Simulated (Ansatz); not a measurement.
Cartesian coordinates (Å):
```xyz
5

F      1.3692    -0.1648     0.7448
Si     0.0000     0.0000     0.0000
F      0.0310     1.3048    -0.8678
F     -0.2422    -1.2393    -0.9284
F     -1.1580     0.0993     1.0515
```
Charge 0, multiplicity 1.

Method: frozen-core CCSD(T)/cc-pVTZ // B3LYP-D3(BJ)/def2-TZVP in Ansatz (a program for electronic structure).

The HF energy comes out as -687.14711 Ha and the MP2 correlation energy comes out as -1.11007 Ha.

Question: Estimate the CCSD correlation energy, the (T) correction, the total energy and the T1 diagnostic.

Answer: 
The CCSD correlation energy is -1.10819 Ha and the (T) correction is -0.03123 Ha. The CCSD(T) total energy is -688.28653 Ha and the T1 diagnostic is 0.011.
